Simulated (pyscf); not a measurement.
A first-order saddle from PySCF, ωB97X-D3(BJ)/def2-SVP:

```
Si
O 1 1.5820
H 2 1.1382 1 99.11
F 3 1.2685 2 156.25 1 -0.01
H 4 1.2686 3 92.30 2 0.09
O 5 1.1382 4 156.26 3 -0.08
H 1 1.4672 2 121.51 3 179.91
```

Surface: singlet, charge 0. Lowest wavenumbers (cm⁻¹): 1164i, 190, 358, 594, 601.

Problem. Which two sides does it connect, and which bonds change?

Solution. O=SiH–OH + HF ⇌ O=SiH–OH + HF, a concerted two-bond exchange read from left to right: H–O, F–H broken and H–O, F–H formed. At CCSD(T)/def2-TZVPP + ΔMP2(QZVPP) it lies -2.9 kcal/mol from the left side and -2.9 kcal/mol from the right (each side as separated species at their lowest minima found). On the reactant side the descent ends in a bound adduct, 16.3 kcal/mol under the separated species and 9.9 kcal/mol under the saddle at ωB97X-D3(BJ)/def2-TZVP. On the product side the descent ends in a bound adduct, 16.2 kcal/mol under the separated species and 9.9 kcal/mol under the saddle at ωB97X-D3(BJ)/def2-TZVP. At CCSD(T) the saddle lies under the separated reactants, which points to a path from their complex (located at ωB97X-D3(BJ) alone). At CCSD(T) the saddle lies under the separated products, which points to a path from their complex (located at ωB97X-D3(BJ) alone). At ωB97X-D3(BJ) the barrier from the zero used here is -6.3 kcal/mol. O=SiH–OH lies 9.8 kcal/mol over its isomer HO–Si:–OH [singlet] (electronic energy, ωB97M-D3(BJ)). One saddle was located; it need not be the lowest between these sides. The CCSD(T) − MP2 part came from Ansatz, without density fitting, on the same reference.
